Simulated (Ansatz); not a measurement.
# the pair HS2···H: levels of theory compared

We compute a comparison of 6 runs (BHLYP/STO-3G, HSE06/STO-3G, PBE/STO-3G, UB3LYP/STO-3G, MP2/STO-3G, FCI/STO-3G) of the pair HS2···H. 

The results are computed with Ansatz 0.2.0.

29 further runs of the same task are left out: 29 set aside as unsound or not needed.

### 1 The system as given

H2S2 has 4 atoms, charge 0, and is taken as a singlet. The H4–S2 distance was set to 2.680 Å, away from the relaxed value.

Bond lengths: S1–S2 2.045 Å, S1–H3 1.340 Å. Angles: S2–S1–H3 98.1°.

### 2 A single-point energy at BHLYP/STO-3G (run 1)

Contents of job.yaml:

```yaml
crystal:
  periodic: [false, false, false]
  atoms:
    - {symbol: S, position_ang: [-0.992898, 0.333517, -1.766247]}
    - {symbol: S, position_ang: [-0.988028, 1.562847, -0.131627]}
    - {symbol: H, position_ang: [0.141362, 0.767487, -2.332037]}
    - {symbol: H, position_ang: [0.143010, -0.127830, 1.612990]}
basis:
  gaussian:
    orbitals: STO-3G
hamiltonian:
  xc: {name: BHLYP}
accuracy: high
```

On the command line:

```
ansatz run job.yaml --threads 1 --pin off --max-ram 2610MiB --events-out events.jsonl --progress --plain --runs-dir runs
```

The program printed:

```text
Warning: RAYON_NUM_THREADS=1 ignored (pool sized by the plan → 1); use --threads N
Functional definition: BHLYP
  name "BHLYP"
  parameter a = 0.5
  exchange = (1 - a)*b88_x + a*exact_x
  correlation = lyp_c
341 factors; integrals over basis functions are off by at most 1.4e-8 eV
mean field evaluation 1: about -21452.6421 eV, gradient 2.1e1 eV
mean field evaluation 2: about -21448.9444 eV, gradient 1.9e1 eV
mean field evaluation 4: about -21456.4803 eV, gradient 7.9e0 eV
mean field evaluation 8: about -21456.4800 eV, gradient 7.9e0 eV
mean field evaluation 16: about -21456.9648 eV, gradient 4.1e-8 eV
mean field -21456.96480920 eV, -788.5289126851 hartree, gradient 4.1e-8 eV, S^2 0.000000; 0 other end points of the search recorded, 0 dependent functions left out
reference -21456.96482750 eV, -788.5289133574 hartree; 17, 17 occupied and 3, 3 virtual orbitals, 341 factors
Total energy: -21456.96482750 eV, -788.5289133574 hartree
```

Run time: 1 s. Hardware: 1 thread of Arm Neoverse V1, shared host.

### 3 The energy at HSE06/STO-3G (run 2)

Contents of run.yaml:

```yaml
crystal:
  periodic: [false, false, false]
  atoms:
    - {symbol: S, position_ang: [-0.992898, 0.333517, -1.766247]}
    - {symbol: S, position_ang: [-0.988028, 1.562847, -0.131627]}
    - {symbol: H, position_ang: [0.141362, 0.767487, -2.332037]}
    - {symbol: H, position_ang: [0.143010, -0.127830, 1.612990]}
basis:
  gaussian: {orbitals: STO-3G}
magnetization: {spin_polarized: false}
hamiltonian: {xc: hse06}
accuracy: high
```

On the command line:

```
ansatz run run.yaml --threads 1 --pin off --max-ram 2610MiB --events-out events.jsonl --progress --plain --runs-dir runs
```

The program printed:

```text
Warning: RAYON_NUM_THREADS=1 ignored (pool sized by the plan → 1); use --threads N
Functional definition: HSE06
  name "HSE06"
  parameter a = 0.25
  parameter omega = 0.11/bohr
  exchange = pbe_x - a*pbe_x_sr(omega) + a*exact_x_sr(omega)
  correlation = pbe_c
341 factors; integrals over basis functions are off by at most 1.4e-8 eV
56 factors; integrals over basis functions are off by at most 1.2e-9 eV
mean field evaluation 1: about -21443.9055 eV, gradient 2.3e1 eV
mean field evaluation 2: about -21438.4977 eV, gradient 1.9e1 eV
mean field evaluation 4: about -21447.9013 eV, gradient 1.5e1 eV
mean field evaluation 8: about -21447.8935 eV, gradient 1.5e1 eV
mean field evaluation 16: about -21449.8218 eV, gradient 2.3e-8 eV
mean field -21449.82183742 eV, -788.2664133137 hartree, gradient 2.5e-8 eV, S^2 0.000000; 0 other end points of the search recorded, 0 dependent functions left out
reference -21449.82183912 eV, -788.2664133764 hartree; 17, 17 occupied and 3, 3 virtual orbitals, 341 factors
Total energy: -21449.82183912 eV, -788.2664133764 hartree
```

Wall time 1.4 s (1 thread of Arm Neoverse V1, shared host); peak memory 0.091 GiB.

Runs 3 to 5 aren't shown in full; the table further down has their settings and results.

### 4 The energy at FCI/STO-3G (run 6)

run.yaml, as its differences from that of step 3:

```diff
@@ -8,5 +8,7 @@
 basis:
-  gaussian: {orbitals: STO-3G}
-magnetization: {spin_polarized: false}
-hamiltonian: {xc: hse06}
+  gaussian:
+    orbitals: STO-3G
+correlation:
+  method: fci
+  frozen_orbitals: {H: 0, S: 5}
 accuracy: high
```

On the command line:

```
ansatz run run.yaml --threads 1 --pin off --max-ram 2610MiB --events-out events.jsonl --progress --plain --runs-dir runs
```

The program printed, shortened:

```text
Warning: RAYON_NUM_THREADS=1 ignored (pool sized by the plan → 1); use --threads N
Functional definition: HF
  name "HF"
[...]
341 factors; integrals over basis functions are off by at most 1.4e-8 eV
[...]
mean field -21421.38847596 eV, -787.2215065528 hartree, gradient 5.4e-8 eV, S^2 0.000000; 2 other end points of the search recorded, 0 dependent functions left out; unrestricted orbitals would lower it
[...]
unrestricted determinant -21425.50664645 eV, -787.3728465271 hartree, S^2 0.9769
10 core orbitals not correlated: weight in the atoms' cores, before any rotation towards them, 1.000 or more for the frozen orbitals, at most 0.000 for the correlated occupied ones
reference -21421.38847596 eV, -787.2215065528 hartree; 7, 7 occupied and 3, 3 virtual orbitals, 341 factors
state -21427.14969293 eV, -787.4332273715 hartree
Total energy: -21427.14969293 eV, -787.4332273715 hartree
```

Run time: 0.38 s. Hardware: 1 thread of Arm Neoverse V1, shared host.

### 5 The series

```tsv
run	level	frozen core orbitals	energy (Eh)	wall time
1	BHLYP/STO-3G	–	-788.528913	1 s
2	HSE06/STO-3G	–	-788.266413	1.4 s
3	PBE/STO-3G	–	-788.194851	1.2 s
4	UB3LYP/STO-3G	–	-788.587529	4.5 s
5	MP2/STO-3G	10	-787.355299	0.22 s
6	FCI/STO-3G	10	-787.433227	0.38 s
```

### 6 What came out

```
                                           quantity          value
                                run 6: total energy  -787.43323 Eh
run 6: correlation energy (10 core orbitals frozen)     -211.7 mEh
```

What this shows: Against full CI in this basis: MP2 +77.9 mEh. Totals of different functionals can't be ranked against each other. In run 5 the log says that unrestricted orbitals would lower the reference, so the values rest on an unstable closed-shell determinant (other closed-shell runs at this shape may share the fault). In runs 1, 2, 3, 4, 5, 6 the basis is minimal, so the values are rough. In runs 1, 2, 3, 5 a closed-shell determinant meets a far-stretched bond, which it describes badly. Spin contamination of the reference: run 4 ⟨S²⟩ = 0.88. Where it is this large, the reference is a mixture of spin states, and values that rest on it are in doubt. All runs together took 8.7 s, the longest 4.5 s.
